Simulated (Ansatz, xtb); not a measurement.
## C4H8N+: which of two isomers lies lower

We compare a, `CCC#[N+]C`, a singlet, with b, `CC#CC[NH3+]`, a singlet. Both are isolated ions in the gas phase, relaxed with B3LYP/def2-SVP.

Estimate which is lower in electronic energy at CCSD(T)/def2-SVP + ΔMP2/def2-TZVPP, and by roughly how much.

The CCSD(T)/def2-SVP + ΔMP2/def2-TZVPP calculation puts structure a lower, by 0.734 eV.

The same difference at several levels:

```tsv
level	geometry	E(b) − E(a) (eV)	departure from the last row (eV)	job, with rough time for the two
GFN2-xTB	GFN2-xTB	+1.210	+0.475	optimisation, 0.16 s
HF/STO-3G	GFN2-xTB	+0.832	+0.098	single point, 0.43 s
r2SCAN-D4/def2-SVP	GFN2-xTB	+0.792	+0.058	single point, 2.6 s
B3LYP/def2-SVP	B3LYP/def2-SVP	+0.843	+0.109	optimisation, 1.7 min
HF/def2-SVP	B3LYP/def2-SVP	+0.904	+0.170	part of the CCSD(T) run
MP2/def2-SVP	B3LYP/def2-SVP	+0.825	+0.091	part of the CCSD(T) run
CCSD(T)/def2-SVP	B3LYP/def2-SVP	+0.841	+0.107	single point
CCSD(T)/def2-SVP + ΔMP2/def2-TZVPP	B3LYP/def2-SVP	+0.734		single point, 28 s
```

As drawn, b has 1 C≡C, 3 N–H in place of 1 C≡N, 3 C–H.

None of the levels shown reverses the order. The largest departure from CCSD(T)/def2-SVP + ΔMP2/def2-TZVPP is that of GFN2-xTB, 0.475 eV. A small imaginary or near-zero mode remains, so no thermal terms are given. The last row adds to CCSD(T) the change of the MP2 difference between the two basis sets, here −0.107 eV.

The correlated steps freeze 5 core orbitals. Run with Ansatz 0.2.0, xtb 6.7.1; the last row on 2 threads of Intel(R) Xeon(R) Processor @ 2.70GHz on a shared host.
